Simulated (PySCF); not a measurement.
## Computed NMR parameters against published values

Bonds (- single, = double, # triple, : aromatic): C1-C2, C2-C3, C3-N4, N4-C5, N4-C6. C1 carries H7, H8, H9; C2 carries H10, H11; C3 carries H12, H13; C5 carries H14, H15, H16; C6 carries H17, H18, H19.

Calculated, not measured (PySCF): GFN2-xTB structure, σ from GIAO-PBE0/pcSseg-1. Equivalent nuclei averaged, in vacuum, one conformer, non-relativistic Hamiltonian.

Reference values: measured (solution, not stated per compound (mostly CDCl3 or CCl4); Pretsch, Buehlmann, Badertscher, Structure Determination of Organic Compounds, 4th ed. (2009)).
```tsv
atoms	quantity	reference	computed	computed, scaled
C3	δ ¹³C	61.8	65.6	61.8
C2	δ ¹³C	20.6	26.8	23.9
C1	δ ¹³C	11.9	14.4	11.8
```

Computed shifts are σ(ref) − σ with the named reference compound (TMS for H and C) calculated as an isolated molecule at the same level. The measured values may be among those fitted. Empirical linear scaling, fitted to shifts measured mostly in CDCl3 for H and C (δ vs TMS): ¹³C (scatter 2.1 ppm rms, 2.3 ppm with the 13 outliers that the fit left out). Occasional misses reach two or three times the rms, and more in compound classes unlike the fitted ones.

Q: How far are the unscaled ¹³C shifts from the references?

A: Mean signed difference +4.17 ppm, mean absolute 4.17 ppm over 3 comparisons; the largest is +6.2 ppm at C2 (sp3 CH2).
